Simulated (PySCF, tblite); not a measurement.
Compound: C2H2FP.
SMILES: `FC1=CP1`

The calculation used CAM-B3LYP/def2-SVPD in PySCF (dipole) on a GFN2-xTB geometry, gas phase.

Masses are those of the commonest isotopes; rigid-rotor values at the optimised geometry. 

Problem. Give the principal moments of inertia and the rotational constants in MHz.

Solution. Ia = 30.38, Ib = 114.83, Ic = 141.39 u·Å²; 505379 MHz·u·Å²/I gives A = 16634, B = 4401, C = 3574 MHz.

Problem. Classify the top.

Solution. An asymmetric top: κ = (2 × 4401 − 16634 − 3574)/(16634 − 3574) = -0.87.

Problem. What does the inertial defect say?

Solution. Not planar: Δ = Ic − Ia − Ib = -3.82 u·Å². For a rigid frame Δ = −2 Σ m c², so Σ m c² = 1.91 u·Å² lies off the ab plane: 1.83 from hydrogen and 0.08 from heavier atoms. The atom farthest from that plane is 1.35 Å away.

Problem. Give the coordinates in the principal-axis frame, origin at the centre of mass.

Solution. The sense of each axis is arbitrary; atoms in the order of the calculation.
```json
{"atom": "F1", "mass (u)": "18.998", "a (Å)": "-1.800", "b (Å)": "-0.344", "c (Å)": "0.001"}
{"atom": "C2", "mass (u)": "12.000", "a (Å)": "-0.560", "b (Å)": "0.101", "c (Å)": "-0.009"}
{"atom": "C3", "mass (u)": "12.000", "a (Å)": "0.158", "b (Å)": "1.190", "c (Å)": "-0.010"}
{"atom": "P4", "mass (u)": "30.974", "a (Å)": "1.209", "b (Å)": "-0.346", "c (Å)": "0.051"}
{"atom": "H5", "mass (u)": "1.008", "a (Å)": "0.147", "b (Å)": "2.256", "c (Å)": "-0.001"}
{"atom": "H6", "mass (u)": "1.008", "a (Å)": "1.411", "b (Å)": "-0.516", "c (Å)": "-1.346"}
```

Problem. Which types of transition are allowed, and where do some lines up to J = 2 fall?

Solution. The dipole components are |μa| = 0.56 D, |μb| = 1.07 D, |μc| = 0.47 D. Intensities carry the squares of the components, which stand as 0.27 : 1.00 : 0.19 (a : b : c). Some lines, for components of 0.1 D or more:

```
type  branch         J(Ka,Kc)    MHz  lower level (cm⁻¹)
   a       Q  1(1,0) ← 1(1,1)    827               0.674
   c       Q  1(1,1) ← 1(0,1)  12232               0.266
   b       Q  1(1,0) ← 1(0,1)  13059               0.266
   a       R  2(1,2) ← 1(1,1)  15124               0.674
   a       R  2(1,1) ← 1(1,0)  16778               0.702
   b       R  1(1,1) ← 0(0,0)  20208               0.000
   c       R  1(1,0) ← 0(0,0)  21035               0.000
   b       R  2(1,2) ← 1(0,1)  27357               0.266
   b       Q  2(2,0) ← 2(1,1)  36738               1.261
   b       R  2(2,1) ← 1(1,0)  53475               0.702
   c       R  2(2,0) ← 1(1,0)  53516               0.702
```

Its GFN2-xTB frequencies are all real (lowest 309 cm⁻¹). These are rigid-rotor constants of the computed structure; measured ground-state constants (B0) also hold zero-point vibration.

The run took 5.6 s of wall time on one thread, AMD EPYC 7R43 (x86_64), no GPU, on a shared host, and the process peaked at 0.43 GiB of memory. This is the CAM-B3LYP/def2-SVPD job that gave the dipole, with the excitations it also computed.
